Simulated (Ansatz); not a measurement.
Consider the isomerisation: `O=CCOCF` → `OC1(F)COC1`.

Isolated molecules relaxed with PBE0-D4/def2-TZVP in Ansatz; ΔE leaves out vibrations. CCSD(T)/CBS is the MP2 limit (def2-TZVPP, def2-QZVPP) plus CCSD(T) − MP2 in def2-TZVPP, frozen cores. Functionals use def2-TZVPP. One conformer a species, not always the lowest.

```tsv
level	ΔE (kJ/mol)
PBE-D4	38.0
HF/def2-QZVPP	59.9
```

(1) What does CCSD(T)/CBS give? (Estimate.)

Largest T1 diagnostic among the species: 0.013.

Answers

(1) Computed: +37.0 kJ/mol. The listed levels differ from it by 1.0, 22.9 kJ/mol.

From PBE to PBE0 (25 % exact exchange), in def2-TZVPP and without D4, ΔE moves by −9.8 kJ/mol. In def2-TZVPP, CCSD(T) changes the Hartree–Fock value by −19.7 kJ/mol (the triples alone add +0.5 kJ/mol) and MP2 by −21.9 kJ/mol.
